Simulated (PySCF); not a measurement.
One entry of a table of gas-phase calculations, keyed by method. Lists by class give the value and the number of equivalent atoms.

```json
{
 "name": "methyl propyl ether",
 "formula": "C4H10O",
 "smiles": "CCCOC",
 "inchi": "InChI=1S/C4H10O/c1-3-4-5-2/h3-4H2,1-2H3",
 "charge": 0,
 "multiplicity": 1,
 "geometry_level": "PBE0-D3(BJ)/def2-SVP",
 "atoms_angstrom": [
  ["C", -1.976, -0.93, -0.753],
  ["C", -0.468, -0.767, -0.834],
  ["C", 0.077, 0.184, 0.209],
  ["O", 1.462, 0.281, 0.068],
  ["C", 2.056, 1.139, 0.987],
  ["H", -2.345, -1.625, -1.522],
  ["H", -2.495, 0.031, -0.9],
  ["H", -2.288, -1.326, 0.227],
  ["H", -0.171, -0.394, -1.828],
  ["H", 0.034, -1.74, -0.707],
  ["H", -0.189, -0.174, 1.228],
  ["H", -0.398, 1.184, 0.098],
  ["H", 3.139, 1.146, 0.798],
  ["H", 1.886, 0.813, 2.034],
  ["H", 1.677, 2.178, 0.894]
 ],
 "electronic_structure_code": "PySCF",
 "results": {
  "PBE0-D3(BJ)/def2-SVP geometry optimisation, gas phase": {
   "point_group": "Cs",
   "rotational_constants_GHz": [20.307, 2.132, 2.028]
  },
  "PBE0/pcSseg-1 ground state and GIAO shieldings, non-relativistic": {
   "dipole_D": 1.13,
   "homo_eV": -7.31,
   "lumo_eV": 1.56,
   "shift_vs_computed_TMS_C_by_class_ppm": [
    [77.3, 1],
    [59.3, 1],
    [26.2, 1],
    [11.3, 1]
   ],
   "shift_vs_computed_TMS_H_by_class_ppm": [
    [3.29, 3],
    [2.94, 2],
    [1.51, 2],
    [0.86, 3]
   ],
   "shielding_other_nuclei_by_class_ppm": [
    ["O", 308.8, 1]
   ],
   "charges_hirshfeld_e_by_atom": [-0.11, -0.07, 0.0, -0.14, -0.04, 0.04, 0.04, 0.04, 0.04, 0.04, 0.03, 0.03, 0.05, 0.03, 0.03]
  },
  "B3LYP/pcJ-1 indirect spin-spin coupling, non-relativistic, gas phase; spin–dipole term left out": {
   "largest_one_bond_couplings_by_class_Hz": [
    ["13C–1H", 144.4, 3],
    ["13C–1H", 140.4, 2],
    ["13C–1H", 133.0, 2],
    ["13C–1H", 131.7, 3],
    ["13C–13C", 41.6, 1],
    ["13C–13C", 37.2, 1],
    ["17O–13C", 23.4, 1],
    ["17O–13C", 22.6, 1]
   ]
  }
 }
}
```

With B = h/(8π²I), that is 505.379 GHz u Å² over I, the principal moments of inertia are 24.9, 237.1 and 249.3 u Å² (most abundant isotopes). The rotational constants make it an asymmetric top with κ = (2B − A − C)/(A − C) = -0.99, nearer the prolate limit (−1).

 NMR classes are plain means over equivalent atoms (diastereotopic ones count apart unless rotation or inversion swaps them), as if these changed places fast; in this geometry the members of some classes differ.

The values belong to the conformer `[CH3:1][CH2:2][CH2:3][O:4][CH3:5]`: C1–C2–C3–O4 180°, C2–C3–O4–C5 180°.
